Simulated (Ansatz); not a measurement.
# BMe2H (C2H7B): reading failed and doubtful runs

Aim: try 1 input for BMe2H (C2H7B) as typed, read how each ends, and find what has to change.

Computed with Ansatz 0.2.0, Gaussian basis. Level: the settings change from run to run.

2 further runs of the same task are left out: 2 set aside as unsound or not needed.

## Step 1: The relaxed structure

An earlier PBE-D4 in a triple-zeta def2 set relaxation fixed the geometry.

10 atoms, charge 0, spin multiplicity 1.

Atoms are counted from 1 here; the program's logs count them from 0.

Bond lengths: B1–C2 1.562 Å, B1–C3 1.562 Å, B1–H10 1.211 Å, C2–H4 1.110 Å, C2–H5 1.100 Å, C2–H6 1.101 Å, C3–H7 1.110 Å, C3–H8 1.100 Å, C3–H9 1.101 Å. Angles: C2–B1–C3 123.7°, C2–B1–H10 118.2°, C3–B1–H10 118.1°, B1–C2–H4 105.5°, B1–C2–H5 115.3°, B1–C2–H6 113.9°, H4–C2–H5 106.6°, H4–C2–H6 104.6°, H5–C2–H6 109.9°, B1–C3–H7 105.7°, B1–C3–H8 115.4°, B1–C3–H9 113.6°, H7–C3–H8 106.8°, H7–C3–H9 104.5°, H8–C3–H9 109.8°.

## Step 2: Attempt 1

Input file in.yaml:

```yaml
crystal:
  periodic: [false, false, false]
  atoms:
    - {symbol: B, position_ang: [-0.287171, -0.490185, -0.015133]}
    - {symbol: C, position_ang: [1.273088, -0.552682, -0.001273]}
    - {symbol: C, position_ang: [-1.100686, 0.842742, 0.006376]}
    - {symbol: H, position_ang: [1.549880, -0.817431, 1.040397]}
    - {symbol: H, position_ang: [1.784092, 0.393560, -0.232002]}
    - {symbol: H, position_ang: [1.692370, -1.364040, -0.615354]}
    - {symbol: H, position_ang: [-1.478154, 0.981900, -1.027692]}
    - {symbol: H, position_ang: [-0.523234, 1.744174, 0.258423]}
    - {symbol: H, position_ang: [-2.008443, 0.795219, 0.627397]}
    - {symbol: H, position_ang: [-0.901743, -1.533247, -0.041138]}
basis:
  gaussian: {orbitals: cc-pVDZ, final_grid: {core_spheres: 1, valence_spheres: 1, degree: 1}}
magnetization: {spin_polarized: true, initial_magnetization: 2}
hamiltonian: {xc: {name: wB97M-V}}
scf: {omitted_lower_state_checks: [starts]}
```

Command:

```
> ansatz run in.yaml --threads 2 --pin off --events-out ev --progress --plain --max-ram 4352MiB
```

Before running them: what should the planned runs give, taken together?

As calculated:

```tsv
attempt	level	ended	cause	time
1	wB97M-V/cc-pVDZ	converged	the integration grid is far too coarse	11 s
```

1 converged. The dangerous case is the input that converges on a wrong geometry, charge, spin, basis or grid: often only a look at the input shows it.
